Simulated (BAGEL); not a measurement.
# Si2H6O (disilanol): HF/3-21G (density fitting with qzvpp-jkfit)

What is the vertical ionisation energy of Si2H6O (disilanol) at HF/3-21G (density fitting with qzvpp-jkfit)? 

The results are computed with BAGEL 1.2.2.

1 further run of the same task is left out (it didn't finish).

### Step 1. The structure to begin with

Si2H6O has 9 atoms, charge 0, and is taken as a singlet. SMILES: `O[SiH2][SiH3]`. The coordinates come from a PBE0-D4/def2-TZVP relaxation. This is one conformer, not always the lowest.

Bond lengths: O1–Si2 1.654 Å, Si2–Si3 2.347 Å, O1–H4 0.958 Å, Si2–H5 1.493 Å, Si2–H6 1.484 Å, Si3–H7 1.489 Å, Si3–H8 1.491 Å, Si3–H9 1.488 Å. Some angles: O1–Si2–Si3 112.4°, O1–Si2–H5 111.3°, O1–Si2–H6 105.5°, Si3–Si2–H5 108.5°, Si3–Si2–H6 110.6°, Si2–O1–H4 117.6°, Si2–Si3–H7 110.0°, Si2–Si3–H8 110.1°, Si2–Si3–H9 111.4°, H5–Si2–H6 108.5°.

### Step 2. A single-point energy at HF/3-21G (density fitting with qzvpp-jkfit)

File input.json:

```json
{ "bagel": [

{
  "title": "molecule",
  "basis": "3-21g",
  "df_basis": "qzvpp-jkfit",
  "angstrom": true,
  "geometry": [
    { "atom": "O", "xyz": [      -1.609000,       1.039900,      -0.762000 ] },
    { "atom": "Si", "xyz": [       0.004800,       0.933100,      -0.415900 ] },
    { "atom": "Si", "xyz": [       0.544200,      -1.038400,       0.738600 ] },
    { "atom": "H", "xyz": [      -1.996600,       0.341400,      -1.290800 ] },
    { "atom": "H", "xyz": [       0.830600,       0.994500,      -1.657800 ] },
    { "atom": "H", "xyz": [       0.311400,       2.125200,       0.413000 ] },
    { "atom": "H", "xyz": [       2.012900,      -1.104800,       0.974500 ] },
    { "atom": "H", "xyz": [       0.146200,      -2.228200,      -0.066200 ] },
    { "atom": "H", "xyz": [      -0.156000,      -1.109100,       2.049500 ] }
  ]
},

{
  "title": "hf"
},

{
  "title": "print",
  "file": "orbitals.molden",
  "orbitals": true
}

]}
```

Command:

```
$ BAGEL_NUM_THREADS=1 BAGEL input.json > input.out
```

The program printed:

```text
* using 1 threads per process

  ===============================================================
  ===============================================================

  *** Geometry ***

  { "atom" : "O", "xyz" : [     -3.040569,      1.965126,     -1.439971 ] },
  { "atom" : "Si", "xyz" : [      0.009071,      1.763303,     -0.785937 ] },
  { "atom" : "Si", "xyz" : [      1.028389,     -1.962292,      1.395752 ] },
  { "atom" : "H", "xyz" : [     -3.773027,      0.645152,     -2.439258 ] },
  { "atom" : "H", "xyz" : [      1.569607,      1.879333,     -3.132788 ] },
  { "atom" : "H", "xyz" : [      0.588461,      4.016046,      0.780457 ] },
  { "atom" : "H", "xyz" : [      3.803830,     -2.087769,      1.841538 ] },
  { "atom" : "H", "xyz" : [      0.276278,     -4.210688,     -0.125100 ] },
  { "atom" : "H", "xyz" : [     -0.294797,     -2.095895,      3.872994 ] },

  Number of auxiliary basis functions:      441

  Since a DF basis is specified, we compute 2- and 3-index integrals:
    o Being stored without compression. Storage requirement is 0.008 GB

  Number of basis functions:       47
  Number of electrons      :       42

    * METHOD: MOLECULE                             0.10

  *** RHF ***

  === Nuclear Repulsion ===
   152.9348733740

      * DIIS with orbital gradients will be used.

  === RHF iteration (3-21g) ===
      0       -652.61840869          0.02450809           0.02
      1       -652.69435535          0.01479628           0.02
      2       -652.72766653          0.00135341           0.02
      3       -652.72824730          0.00013483           0.02
      4       -652.72825688          0.00004058           0.02
      5       -652.72825771          0.00000864           0.02
      6       -652.72825775          0.00000158           0.02
      7       -652.72825775          0.00000032           0.02
      8       -652.72825775          0.00000013           0.02
      9       -652.72825775          0.00000005           0.02
     10       -652.72825775          0.00000001           0.02
    * SCF iteration converged.

    * Permanent dipole moment:
           (   -0.129468,     0.509667,     0.336987) a.u.

    * METHOD: HF                                   0.29

    * METHOD: PRINT                                0.00

  ===============================================================
```

Wall time 1.4 s (1 thread of Intel Xeon 6975P-C (Granite Rapids), shared host); peak memory 0.08 GiB.

### Step 3. The doublet cation

File input.json:

```json
{ "bagel": [

{
  "title": "molecule",
  "basis": "3-21g",
  "df_basis": "qzvpp-jkfit",
  "angstrom": "true",
  "geometry": [
    { "atom": "O", "xyz": [   -1.609000,    1.039900,   -0.762000 ] },
    { "atom": "Si", "xyz": [    0.004800,    0.933100,   -0.415900 ] },
    { "atom": "Si", "xyz": [    0.544200,   -1.038400,    0.738600 ] },
    { "atom": "H", "xyz": [   -1.996600,    0.341400,   -1.290800 ] },
    { "atom": "H", "xyz": [    0.830600,    0.994500,   -1.657800 ] },
    { "atom": "H", "xyz": [    0.311400,    2.125200,    0.413000 ] },
    { "atom": "H", "xyz": [    2.012900,   -1.104800,    0.974500 ] },
    { "atom": "H", "xyz": [    0.146200,   -2.228200,   -0.066200 ] },
    { "atom": "H", "xyz": [   -0.156000,   -1.109100,    2.049500 ] }
  ]
},
{
  "title": "uhf",
  "charge": 1,
  "nopen": 1
},
{
  "title": "print",
  "file": "orbitals.molden",
  "orbitals": "true"
}

]}
```

Command:

```
$ BAGEL_NUM_THREADS=1 BAGEL input.json > input.out
```

The program printed:

```text
* using 1 threads per process

  ===============================================================
  ===============================================================

  *** Geometry ***

  { "atom" : "O", "xyz" : [     -3.040569,      1.965126,     -1.439971 ] },
  { "atom" : "Si", "xyz" : [      0.009071,      1.763303,     -0.785937 ] },
  { "atom" : "Si", "xyz" : [      1.028389,     -1.962292,      1.395752 ] },
  { "atom" : "H", "xyz" : [     -3.773027,      0.645152,     -2.439258 ] },
  { "atom" : "H", "xyz" : [      1.569607,      1.879333,     -3.132788 ] },
  { "atom" : "H", "xyz" : [      0.588461,      4.016046,      0.780457 ] },
  { "atom" : "H", "xyz" : [      3.803830,     -2.087769,      1.841538 ] },
  { "atom" : "H", "xyz" : [      0.276278,     -4.210688,     -0.125100 ] },
  { "atom" : "H", "xyz" : [     -0.294797,     -2.095895,      3.872994 ] },

  Number of auxiliary basis functions:      441

  Since a DF basis is specified, we compute 2- and 3-index integrals:
    o Being stored without compression. Storage requirement is 0.008 GB

  Number of basis functions:       47
  Number of electrons      :       42

    * METHOD: MOLECULE                             0.19

  *** Open-shell HF ***

  === Nuclear Repulsion ===
   152.9348733740

      * DIIS with orbital gradients will be used.

  === UHF iteration (3-21g) ===
      0       -652.21752948          0.04967118           0.05
      1       -652.30766989          0.03845007           0.04
      2       -652.33666449          0.02884124           0.04
      3       -652.36689119          0.00116988           0.05
      4       -652.36747796          0.00084621           0.05
      5       -652.36787138          0.00075660           0.04
      6       -652.36849794          0.00068123           0.05
      7       -652.36916857          0.00065016           0.05
      8       -652.36973696          0.00055832           0.04
      9       -652.37058630          0.00051344           0.05
     10       -652.37123257          0.00040127           0.05
     11       -652.37141645          0.00054648           0.06
     12       -652.37170714          0.00029399           0.05
     13       -652.37128423          0.00061258           0.06
     14       -652.37152666          0.00062752           0.05
     15       -652.37196665          0.00029856           0.05
     16       -652.37199823          0.00013961           0.05
     17       -652.37201825          0.00007275           0.05
     18       -652.37202332          0.00002612           0.05
     19       -652.37202259          0.00005876           0.05
     20       -652.37202465          0.00000794           0.05
     21       -652.37202469          0.00000299           0.07
     22       -652.37202470          0.00000075           0.06
     23       -652.37202470          0.00000034           0.06
     24       -652.37202470          0.00000024           0.06
     25       -652.37202470          0.00000016           0.05
     26       -652.37202470          0.00000007           0.05
     27       -652.37202470          0.00000003           0.04
     28       -652.37202470          0.00000002           0.04
     29       -652.37202470          0.00000001           0.04
     30       -652.37202470          0.00000001           0.04
    * SCF iteration converged.

    * S^2 (UHF) is 0.7818

    * Permanent dipole moment:
           (    0.568202,     0.123901,     0.899524) a.u.

    * METHOD: UHF                                  1.64

    * METHOD: PRINT                                0.00

  ===============================================================
```

Run time: 2.9 s. Hardware: 1 thread of Intel Xeon 6975P-C (Granite Rapids), shared host; peak memory 0.08 GiB.

### Step 4. What came out

Level: HF/3-21G (density fitting with qzvpp-jkfit).

| quantity | value |
| --- | --- |
| singlet Si2H6O: total energy | -652.72826 Eh |
| singlet Si2H6O: dipole moment | 1.59 D |
| singlet Si2H6O: HOMO energy | -10.61 eV |
| singlet Si2H6O: LUMO energy | 3.32 eV |
| singlet Si2H6O: HOMO–LUMO gap | 13.93 eV |
| doublet cation: total energy | -652.37202 Eh |
| doublet cation: ⟨S²⟩ | 0.782 |
| vertical ionisation energy (to the doublet cation) | 9.694 eV |

**Reading.** Removing an electron at fixed nuclei costs 9.69 eV (935 kJ/mol). The negative HOMO energy of the first species, 10.61 eV, lies 0.92 eV above that difference.
